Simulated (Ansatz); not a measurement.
A run on C3H5N, SMILES `C1=CNC1` with other settings.

```yaml
crystal:
  periodic: [false, false, false]
  atoms:
    - {symbol: C, position_ang: [-0.624908, 0.791028, 0.003635]}
    - {symbol: C, position_ang: [0.673865, 0.792343, -0.323122]}
    - {symbol: N, position_ang: [0.856112, -0.612448, -0.306571]}
    - {symbol: C, position_ang: [-0.555682, -0.704658, 0.170337]}
    - {symbol: H, position_ang: [-1.422006, 1.517074, 0.006269]}
    - {symbol: H, position_ang: [1.419509, 1.528460, -0.600095]}
    - {symbol: H, position_ang: [1.562018, -0.976970, 0.324527]}
    - {symbol: H, position_ang: [-1.181589, -1.310987, -0.489567]}
    - {symbol: H, position_ang: [-0.638820, -1.070143, 1.197386]}
basis:
  gaussian: {orbitals: def2-TZVPP}
magnetization: {spin_polarized: true, initial_magnetization: 2}
hamiltonian: {xc: {name: HF}}
correlation: {active_space: {window: {electrons: 40, orbitals: 30}}}
```

```sh
$ ansatz run in.yaml --threads 2 --pin off --events-out ev --progress --plain --max-ram 4352MiB
```

It prints (some lines left out):

```
Error: invalid value for `correlation.active_space`: it starts from restricted Hartree–Fock orbitals; set hamiltonian.xc: hf without magnetization.spin_polarized
```
